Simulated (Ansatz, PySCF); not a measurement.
Pair of molecules: NH3 (SMILES N) (first 4 atoms) with CH4 (SMILES C); geometry from A24 set.
(charge 0, multiplicity 1):
```tsv
atom	x (Å)	y (Å)	z (Å)
N	0.0000	0.0000	1.8483
H	0.9373	0.0000	2.2321
H	-0.4687	-0.8117	2.2321
H	-0.4687	0.8117	2.2321
H	0.0000	0.0000	-0.9450
C	0.0000	0.0000	-2.0336
H	0.5125	0.8877	-2.4010
H	0.5125	-0.8877	-2.4010
H	-1.0250	0.0000	-2.4010
```

Basis-set superposition error: the interaction energy with monomers in their own basis, and in the dimer's basis (counterpoise).

Run with Ansatz (Gaussian basis) for Hartree–Fock, density functionals and correlated methods; PySCF for 6-31G* rows. Each number belongs to the level named beside it.

```csv
level,uncorrected (kcal/mol),counterpoise (kcal/mol),difference
HF/6-31G*,-0.66,-0.19,0.47
SVWN5/def2-TZVPPD,-1.68,-1.57,0.11
PBE/def2-TZVPPD,-0.79,-0.69,0.10
B3LYP/6-31G*,-1.32,-0.52,0.81
CAM-B3LYP/def2-TZVPPD,-0.56,-0.47,0.08
wB97M-V/def2-TZVPPD,-0.82,-0.72,0.10
B2PLYP/def2-TZVPPD,-0.54,-0.42,0.12
MP2/aug-cc-pVDZ,-1.14,-0.57,0.57
MP2/aug-cc-pVTZ,-0.81,-0.66,0.14
CCSD(T)/aug-cc-pVTZ,-0.85,-0.72,0.13
```

The error is largest for B3LYP/6-31G* (0.81 kcal/mol) and smallest for CAM-B3LYP/def2-TZVPPD (0.08 kcal/mol).

Ansatz is a first-principles code.
